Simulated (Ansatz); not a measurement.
# PN+ (sextet): wave-function methods side by side, def2-QZVPP

The task here is to estimate one member of a computed series from the others.

Program: Ansatz 0.2.0, Gaussian basis. Level of theory: def2-QZVPP, core rule «outside noble gas», up to 6 orbitals frozen. These are calculated values, not measurements.

To be run: UHF; ROHF; CCSD(T) on UHF.

## What is computed

The geometry is a PBE0/def2-TZVP stationary point (not a proven minimum) of the parent state, kept for this charge and spin.

2 atoms, charge 1, spin multiplicity 6.

Atoms are counted from 1 here; the program's logs count them from 0.

Bond lengths: N1–P2 1.793 Å.

The first run:

in.yaml reads:

```yaml
crystal:
  periodic: [false, false, false]
  atoms:
    - {symbol: N, position_ang: [0.000000, 0.000000, 0.000000]}
    - {symbol: P, position_ang: [0.000000, 0.000000, 1.793000]}
basis:
  gaussian: {orbitals: "def2-QZVPP.json"}
total_charge: 1
magnetization: {spin_polarized: true, initial_magnetization: 5}
hamiltonian: {xc: hf}
output: {orbitals: {seedname: orbitals}}
```

Run with:

```bash
ansatz run in.yaml --threads 1 --pin off --events-out ev --progress --plain --max-ram 2393MiB
```

Among the steps run: UHF; ROHF; CCSD(T) on UHF.

One of the session's tables, all rows but one given; the rest of the session is left out.

| method | from UCCSD(T) (kcal/mol) |
| --- | --- |
| ROHF | +148.99 |
| UHF | +144.78 |
| UMP2 | ? |
| UCCSD | +5.62 |
| UCCSD(T) | 0 |

**Question.** Estimate the row for UMP2.

The run gave: from UCCSD(T) (kcal/mol): +25.17. In the column «from UCCSD(T) (kcal/mol)» it lies between UCCSD (+5.62) and UHF (+144.78).
